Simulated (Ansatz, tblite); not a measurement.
Removing and adding an electron: Al(H2S)H3 (AlH₅S). The state is a singlet with charge 0. Geometry: PBE0-D4/def2-TZVP. Ansatz, gas phase; energy differences of separate SCF runs; the oxidised species was run as a doublet alone; the reduced species was run as a doublet alone.

| atom | x (Å) | y (Å) | z (Å) |
| --- | --- | --- | --- |
| Al1 | -0.511 | 0.739 | -0.618 |
| S2 | 0.305 | -1.365 | 0.529 |
| H3 | 1.623 | -1.138 | 0.398 |
| H4 | 0.290 | -0.895 | 1.788 |
| H5 | -0.138 | 0.261 | -2.095 |
| H6 | 0.450 | 1.788 | 0.110 |
| H7 | -2.019 | 0.609 | -0.113 |

The xTB rows come from tblite. Correlated methods freeze 10 core orbitals. In CCSD on the charge -1 doublet the largest single amplitude is 0.20, so its Hartree–Fock determinant may place the open shell otherwise than the density functionals do. HOMO above LUMO, or a gap near zero within one spin, warns that the state may not be the lowest or that an electron is smeared out.

| level | −HOMO (eV) | vertical IE (eV) | −LUMO (eV) | vertical EA (eV) | HOMO–LUMO gap (eV) | IE − EA (eV) | remarks |
| --- | --- | --- | --- | --- | --- | --- | --- |
| GFN1-xTB | 11.44 | 14.74 | 5.78 | 1.74 | 5.66 | 12.99 | – |
| GFN2-xTB | 10.84 | 14.01 | 6.76 | 3.38 | 4.08 | 10.63 | – |
| HF/def2-TZVPD | – | – | – | -0.85 | – | – | HOMO above zero (-1 doublet) |
| HF/def2-TZVPP | – | 9.70 | – | – | – | – | – |
| PBE-D4/def2-TZVPD | 6.56 | – | 1.72 | -0.17 | 4.85 | – | HOMO above zero (-1 doublet) |
| r2SCAN-D4/def2-TZVP | 6.86 | 9.98 | 1.39 | – | 5.47 | – | gap within one spin near zero (+1 doublet) |
| r2SCAN-D4/def2-TZVPD | 6.86 | – | 1.42 | -0.32 | 5.45 | – | HOMO above zero (-1 doublet) |
| PBE0-D4/def2-TZVP | 7.81 | 10.13 | 0.64 | – | 7.17 | – | – |
| PBE0-D4/def2-TZVPD | 7.82 | – | 0.77 | -0.29 | 7.04 | – | HOMO above zero (-1 doublet) |
| MP2/def2-TZVPD | – | – | – | -0.55 | – | – | HOMO above zero (-1 doublet) |
| MP2/def2-TZVPP | – | 10.41 | – | – | – | – | – |
| CCSD/def2-TZVPD | – | – | – | -0.51 | – | – | HOMO above zero (-1 doublet) |
| CCSD/def2-TZVPP | – | 10.45 | – | – | – | – | – |
| CCSD(T)/def2-TZVPD | – | – | – | -0.46 | – | – | HOMO above zero (-1 doublet) |
| CCSD(T)/def2-TZVPP | – | 10.44 | – | – | – | – | – |

Run but left out: PBE-D4/def2-TZVP (charge +1 doublet: an occupied level 0.21 eV above an empty one).   A HOMO above zero means that the electron is unbound at that level or that self-interaction error raises the level; the energy of removing that electron tells which. Raw xTB energy differences between charge states are shifted by several eV; the methods need an empirical correction for them. A negative affinity means that the extra electron isn't bound; its size then hangs on the basis.
